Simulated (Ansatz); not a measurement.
```yaml
crystal:
  periodic: [false, false, false]
  atoms:
    - {symbol: P, position_ang: [0.000000, 0.000000, -1.748113]}
    - {symbol: B, position_ang: [0.000000, 0.000000, -0.063504]}
    - {symbol: Si, position_ang: [0.000000, 0.000000, 1.811617]}
basis:
  gaussian: {orbitals: def2-TZVP}
hamiltonian: {xc: pbe0}
relax: {f_tol: 0.004, max_steps: 80}
```

```sh
$ ansatz run in.yaml --threads 1 --pin off --events-out ev --progress --plain --max-ram 2176MiB
```

Steps of the relaxation (energy above the last step; positions in Å, forces in eV/Å):

```
3
step 1, 0.7 meV
P     0.000    0.000   -1.748    0.000    0.000   -0.066
B     0.000    0.000   -0.064    0.000    0.000    0.233
Si    0.000    0.000    1.812    0.000    0.000   -0.167
```

```
3
step 2, 0.1 meV
P     0.000    0.000   -1.747    0.000    0.000   -0.024
B     0.000    0.000   -0.061    0.000    0.000    0.086
Si    0.000    0.000    1.809    0.000    0.000   -0.061
```

```
3
step 3, 0.0 meV
P     0.000    0.000   -1.747    0.000    0.000    0.000
B     0.000    0.000   -0.060    0.000    0.000    0.000
Si    0.000    0.000    1.807    0.000    0.000    0.000
```

Close pairs at the end: P1–B2 1.686 Å, B2–Si3 1.867 Å.

A stationary point of restricted PBE0 after 3 steps (its stability towards spin polarisation wasn't tested); no frequencies were run, so it isn't proven a minimum. 7.5 s on 1 thread of Arm Neoverse V2, shared host.
